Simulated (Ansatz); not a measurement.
# BNH (doublet): wave-function methods side by side at distance B1–N2 = 3.450 Å, 6-31G

Aim: climb from Hartree-Fock through coupled cluster and multireference methods for BNH (doublet) at one geometry and basis, and see what each rung misses.

The runs use Ansatz 0.2.0, Gaussian basis; 6-31G, core rule «outside noble gas», up to 2 orbitals frozen.

To be run: UHF; CCSD(T) on UHF; BCCD(T) on ROHF; CISD; CCSDT(Q) on ROHF; CCSDT(Q) on UHF; CISDTQ; CASSCF and MRCISD+Q, 3 electrons in 3 orbitals; CASSCF and NEVPT2, 3 electrons in 3 orbitals; CASSCF and MRCISD+Q, 9 electrons in 9 orbitals; CASSCF and NEVPT2, 9 electrons in 9 orbitals; Full CI; Full CI in the symmetry of the determinant.

21 further runs of the same task are left out: 2 for a known fault of the program, 13 that didn't finish, 6 set aside as unsound or not needed.

### 1 The system

The geometry derives from a PBE0/def2-TZVP stationary point (not a proven minimum). One bond is set to the value named and the two fragments are kept rigid.

3 atoms, charge 0, spin multiplicity 2.

Atoms are counted from 1 here; the program's logs count them from 0.

Bond lengths: B1–H3 1.174 Å.

### 2 UHF

File in.yaml:

```yaml
crystal:
  periodic: [false, false, false]
  atoms:
    - {symbol: B, position_ang: [0.000000, 0.000000, 0.758703]}
    - {symbol: N, position_ang: [0.000000, 0.000000, -2.691297]}
    - {symbol: H, position_ang: [0.000000, 0.000000, 1.932595]}
basis:
  gaussian: {orbitals: 6-31G}
magnetization: {spin_polarized: true, initial_magnetization: 1}
hamiltonian: {xc: hf}
output: {orbitals: {seedname: orbitals}}
```

The run is started by

```sh
$ ansatz run in.yaml --threads 1 --pin off --events-out ev --progress --plain --max-ram 2393MiB
```

The runs that follow: CCSD(T) on UHF; BCCD(T) on ROHF; CISD; CCSDT(Q) on ROHF; CCSDT(Q) on UHF; CISDTQ; CASSCF and MRCISD+Q, 3 electrons in 3 orbitals; CASSCF and NEVPT2, 3 electrons in 3 orbitals; CASSCF and MRCISD+Q, 9 electrons in 9 orbitals; CASSCF and NEVPT2, 9 electrons in 9 orbitals; Full CI; Full CI in the symmetry of the determinant.

**Question.** What will the summary of the whole plan be? Wanted: FCI below the UHF energy; UMP2 from FCI; UCCSD(T) from FCI; UCCSDT(Q) from FCI; NEVPT2 pair from FCI; MRCISD+Q pair from FCI; NEVPT2 valence from FCI; effectively unpaired electrons.

The runs gave:

| quantity | value |
| --- | --- |
| FCI below the UHF energy | -1.8478 eV |
| UMP2 from FCI | +509.1 meV |
| UCCSD(T) from FCI | +16.7 meV |
| UCCSDT(Q) from FCI | +1.9 meV |
| NEVPT2 pair from FCI | +2837.3 meV |
| MRCISD+Q pair from FCI | +1841.8 meV |
| NEVPT2 valence from FCI | +457.7 meV |
| levels within 1 kcal/mol (43 meV) | UCCSD, UCCSD(T), UCCSDT, UCCSDT(Q), MRCISD valence, MRCISD+Q valence |
| effectively unpaired electrons | 4.92 |

In words: UCCSD(T) lands +16.7 meV from the yardstick (0.9 % of the correlation energy). The occupations show strong static correlation (4.9 unpaired electrons where one determinant has 1). Coupled cluster on one determinant still stays close here. Of the multireference levels listed MRCISD+Q valence comes nearest in total energy (-0.9 meV), which doesn't show that its space is the better one. These misses are within one basis, not against nature; the frozen cores of restricted and unrestricted runs differ, which can shift their rows.
